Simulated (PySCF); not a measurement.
Saddle point of BH4ClO, singlet (BH₂Cl ([BH2][Cl]) + H₂O → BH₃O ([BH2][OH]) + HCl; bonds formed: Cl2–H5; dative contacts that become bonds: B1–O6; bonds broken: B1–Cl2, H5–O6), PBE0-D4/def2-TZVP structure:

```xyz
7
angstrom
B -0.4148 -0.4193 0.3198
Cl 1.8111 -0.3699 0.2820
H -0.7206 -1.3276 -0.3900
H -0.6214 -0.4057 1.4898
H 0.8976 0.7211 -0.1547
O -0.3792 0.9222 -0.3023
H -0.5727 0.8792 -1.2448
```

Energies are electronic, without zero-point energy. Barriers and step energies count from the start structure reached by relaxing down the imaginary mode; all methods use the PBE0-D4 structures, on which another method's saddle can fall below an end. Computed with PySCF 2.14 with density fitting (its default auxiliary sets; JK sets also for MP2 and CCSD(T)) (basis: def2-TZVPP, with def2-QZVPP for the basis limit); correlated methods freeze the cores. B3LYP uses VWN-RPA correlation. Extrapolation: Hartree–Fock as exp(−7.88 √X), correlation as X^−2.97.

```csv
method,barrier (kcal/mol),step energy (kcal/mol)
SPW92,?,4.13
PBE-D4,?,-0.88
r2SCAN-D4,?,-0.69
PBE0-D4,18.04,-0.18
B3LYP-D4,17.64,-4.67
BHLYP-D4,21.21,-4.21
wB97M-V,19.52,-1.52
HF,26.40,-8.73
MP2,19.44,-1.34
CCSD,21.56,-3.42
CCSD(T),20.07,-2.62
```

(1) Fill in the withheld barriers. (To be estimated.)

No T1 diagnostic of these runs exceeds 0.013.

Answers

(1) By the calculation: SPW92 12.90; r2SCAN-D4 16.64; PBE-D4 14.84 kcal/mol. Each is the energy of the saddle less that of the start structure, by the same method.

For comparison, the barrier by CCSD(T) at an estimated basis limit (MP2 extrapolated from triple and quadruple zeta, plus CCSD(T) − MP2 in triple zeta) is 20.11 kcal/mol.

The step is the kind of ligand exchange by which a precursor binds to a hydroxyl group, or is hydrolysed, in atomic layer deposition of oxides.

Labels in which every atom is bracketed show which atoms are joined, not bond orders.

For scale, one of the runs: CCSD(T)/def2-TZVPP, 160 basis functions, launched by `OMP_NUM_THREADS=4 python run.py`. Time: 110 s of wall clock on 4 CPU threads of an Arm Neoverse V2; the host was shared. Peak host memory: 1.2 GiB.
